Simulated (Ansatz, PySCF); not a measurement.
phosphine (H₃P), SMILES P.

Geometry optimised at PBE0-D3(BJ)/def2-TZVPD.

Vertical ionisation energy (IE) and electron affinity (EA) in eV. Rows of orbital energies are one-electron estimates. Where ΔSCF, EOM or ADC give a negative EA the extra electron is unbound and the value depends on the basis.

```json
[
 {"level": "−ε(HOMO), −ε(LUMO), M06-2X/def2-TZVPD (PySCF)", "IE": "8.95", "EA": "-0.59"},
 {"level": "−ε(HOMO), −ε(LUMO), ωB97X/def2-TZVPD (PySCF)", "IE": "10.26", "EA": "-1.98"},
 {"level": "−ε(HOMO), −ε(LUMO), PBE/def2-TZVPD (PySCF)", "IE": "6.71", "EA": "0.32"},
 {"level": "EOM-CCSD/aug-cc-pVDZ (PySCF)", "IE": "10.43", "EA": "-0.68"},
 {"level": "ADC(3)/aug-cc-pVDZ (PySCF)", "IE": "10.36", "EA": "-0.68"},
 {"level": "ΔSCF, CAM-B3LYP/def2-TZVPD (Ansatz), final states of multiplicity 2 and 2", "IE": "10.58", "EA": "-1.47"},
 {"level": "ΔSCF, PBE/def2-TZVPD (Ansatz), final states of multiplicity 2 and 2", "IE": "10.49", "EA": "-1.32"}
]
```

Q: What vertical singlet–triplet gap does ΔSCF give with CAM-B3LYP/def2-TZVPD (Ansatz, a first-principles code) and with PBE/def2-TZVPD (Ansatz)? (An estimate is asked for; the answer gives what the named calculation found.)

A: 5.91 and 5.72 eV (triplet above singlet where positive).

Q: Beyond the first one, list the lowest photoelectron lines from ADC(3)/aug-cc-pVDZ (PySCF) with their pole strengths (two spins summed). (The exact figures need the calculation; the answer reports its results.)

A: 13.55 eV (1.81), 13.55 eV (1.81), 19.43 eV (0.79).
